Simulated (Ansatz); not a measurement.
# SiH3Cl+ (doublet): from Hartree-Fock to the top rungs, cc-pVDZ

How much of the correlation energy of SiH3Cl+ (doublet) does each wave-function method recover here?

Computed with Ansatz 0.2.0, Gaussian basis. Level: cc-pVDZ, core rule «outside noble gas», up to 10 orbitals frozen.

To be run: UHF; CCSD(T) on ROHF; CCSD(T) on UHF; BCCD(T) on ROHF; CISD; CCSDT(Q) on ROHF; CCSDT(Q) on UHF.

16 further runs of the same task are left out: 3 for a known fault of the program, 7 that didn't finish, 6 set aside as unsound or not needed.

## Step 1: The geometry

The geometry is a PBE0/def2-TZVP stationary point (not a proven minimum) of the parent state, kept for this charge and spin.

5 atoms, charge 1, spin multiplicity 2.

Atoms are counted from 1 here; the program's logs count them from 0.

Bond lengths: Si1–Cl2 2.054 Å, Si1–H3 1.481 Å, Si1–H4 1.481 Å, Si1–H5 1.481 Å. Angles: Cl2–Si1–H3 108.5°, Cl2–Si1–H4 108.5°, Cl2–Si1–H5 108.5°, H3–Si1–H4 110.4°, H3–Si1–H5 110.4°, H4–Si1–H5 110.4°.

## Step 2: UHF

Input file in.yaml:

```yaml
crystal:
  periodic: [false, false, false]
  atoms:
    - {symbol: Si, position_ang: [-1.072479, -0.007685, 0.003080]}
    - {symbol: Cl, position_ang: [0.981221, 0.007031, -0.002818]}
    - {symbol: H, position_ang: [-1.553167, 1.392849, 0.006592]}
    - {symbol: H, position_ang: [-1.534582, -0.714857, 1.219196]}
    - {symbol: H, position_ang: [-1.541592, -0.711165, -1.212494]}
basis:
  gaussian: {orbitals: cc-pVDZ}
total_charge: 1
magnetization: {spin_polarized: true, initial_magnetization: 1}
hamiltonian: {xc: hf}
output: {orbitals: {seedname: orbitals}}
```

Launch:

```
$ ansatz run in.yaml --threads 1 --pin off --events-out ev --progress --plain --max-ram 2393MiB
```

After this run come: CCSD(T) on ROHF; CCSD(T) on UHF; BCCD(T) on ROHF; CISD; CCSDT(Q) on ROHF; CCSDT(Q) on UHF.

**Question.** What will the summary of the whole plan be? Wanted: UCCSDT(Q) below the RHF energy; RMP2 from UCCSDT(Q); UMP2 from UCCSDT(Q); RCCSD from UCCSDT(Q); RCCSD(T) from UCCSDT(Q); UCCSD(T) from UCCSDT(Q); RCCSDT(Q) from UCCSDT(Q); T1 diagnostic.

As calculated:

| quantity | value |
| --- | --- |
| UCCSDT(Q) below the RHF energy | -7.3134 eV |
| RMP2 from UCCSDT(Q) | +1409.6 meV |
| UMP2 from UCCSDT(Q) | +1412.1 meV |
| RCCSD from UCCSDT(Q) | +217.2 meV |
| RCCSD(T) from UCCSDT(Q) | +51.2 meV |
| UCCSD(T) from UCCSDT(Q) | +50.7 meV |
| RCCSDT(Q) from UCCSDT(Q) | +1.5 meV |
| levels within 1 kcal/mol (43 meV) | RCCSDT, UCCSDT, RCCSDT(Q) |
| T1 diagnostic | 0.049 |

RCCSD(T) lands +51.2 meV from the yardstick (0.7 % of the correlation energy). These misses are within one basis, not against nature; the frozen cores of restricted and unrestricted runs differ, which can shift their rows.
